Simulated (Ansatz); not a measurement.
How basis sets differ on SO (sulfur oxide)

SO has 2 atoms, charge 0, and is taken as a triplet. As SMILES, `O=S`. Geometry: the measured bond length.

```
atom   x (Å)   y (Å)   z (Å)
   O  0.0000  0.0000  0.0000
   S  0.0000  0.0000  1.4811
```

Quantity: the electronic atomisation energy, in eV. The values are calculated. Electronic energies at fixed atoms, without zero-point motion or spin-orbit coupling.

| level | kind | program | value (eV) | less CCSD(T)/def2-QZVP |
| --- | --- | --- | --- | --- |
| UCCSD(T)/STO-3G | coupled cluster or CI | Ansatz | 2.99 | -2.29 |
| UCCSD(T)/LANL2DZ (core potential) | coupled cluster or CI | Ansatz | 2.08 | -3.20 |
| UCCSD(T)/MIDI | coupled cluster or CI | Ansatz | 1.65 | -3.63 |
| UCCSD(T)/def2-mTZVP | coupled cluster or CI | Ansatz | 4.63 | -0.65 |
| UCCSD(T)/def2-mTZVPP | coupled cluster or CI | Ansatz | 4.52 | -0.76 |
| UCCSD(T)/def2-TZVP | coupled cluster or CI | Ansatz | 5.08 | -0.20 |
| UCCSD(T)/def2-TZVPPD | coupled cluster or CI | Ansatz | 5.13 | -0.15 |
| UCCSD(T)/def2-QZVP | coupled cluster or CI | Ansatz | 5.28 | 0.00 |

UCCSD(T)/def2-QZVP is the highest level here, not the true value. The values span 1.65 to 5.28 eV. High-level rows in very small sets aren't better than simpler rows in larger ones. Without the sets that lack polarisation functions the rows with a basis span only 4.52 to 5.28 eV.
